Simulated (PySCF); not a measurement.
# LiSi+: bond curves at several levels of theory

Aim: find the lowest electronic state of LiSi+, scan its bond at several levels of theory, and get bond length, wavenumber and dissociation energy from each curve.

Program: PySCF 2.14.0. Level of theory: Li 3-21G, Si 3-21G, no relativity. These are calculated values, not measurements.

## 1. Input

The job is set up so:

```
atoms                         : Li, Si
charge                        : 1
basis                         : Li 3-21G, Si 3-21G
Hamiltonian                   : no relativity
basis functions               : 22
electrons treated             : 16
masses in u                   : 7.0160, 27.9769
levels                        : PBE0, PBE, r²SCAN, M06-2X, B97-3, r²SCAN0, ωB97X, HF, MP2, SCS-MP2, CCSD, CCSD(T)
grid                          : 80 radial by 434 angular points
occupations                   : held fixed by the projection of orbital angular momentum
dissociation limit            : Li+ + Si, each in its ground configuration
starting distance in angstrom : 2.500
values of 2S to try           : 0, 2
```

After this run come: First curve: PBE0; Higher solutions at PBE0; PBE; r²SCAN; M06-2X (hybrid meta-GGA); B97-3 (global hybrid GGA); r²SCAN0 (hybrid meta-GGA); ωB97X (range-separated hybrid); UHF (mean field); MP2 and coupled cluster.

**Question.** What will these runs give? Wanted: for each run, Re; ωe; De; μ.

**Answer**, as computed:

Lowest PBE0 solution found, without spin–orbit coupling: ³Π (triplet), unpaired electrons σ ↑, π ↑. State 2 has its PBE0 minimum 0.33 eV higher, as a spin-mixed determinant (⟨S²⟩ = 1.00), so this is no gap between pure states. State 3 has its PBE0 minimum 0.47 eV higher. The other levels ran on the lowest alone.

```csv
level,Re (Å),ωe (cm⁻¹),De (eV),μ (D)
UHF,2.877,256.5,0.69,-8.17
UHF-MP2,2.860,262.6,0.75,n/a
UHF-SCS-MP2,2.857,263.7,0.75,n/a
UHF-CCSD,2.859,264.3,0.78,n/a
UHF-CCSD(T),2.859,264.6,0.79,n/a
PBE,2.859,251.6,0.80,-7.78
r²SCAN,2.887,247.1,0.70,-8.15
PBE0,2.848,257.4,0.77,-7.89
r²SCAN0,2.871,252.4,0.70,-8.13
B97-3,2.872,248.5,0.68,-8.15
M06-2X,2.815,258.9,0.75,-7.86
ωB97X,2.865,253.2,0.65,-8.34
```

De is counted to Li+ + Si in their ground configurations. A positive dipole points from Li to Si; in an ion it is taken about the centre of mass and does not tell which atom is negative.

The methods spread over 0.072 Å in bond length, from M06-2X to r²SCAN. CCSD(T) can't serve as the judge here: for a weak bond in this basis it is far from its limit. Of the levels with a De here, ωB97X gives the least (0.65 eV) and PBE the most (0.80 eV).

Correlated steps freeze 5 core orbitals. The basis is very small, so these numbers show the basis as much as the molecule.
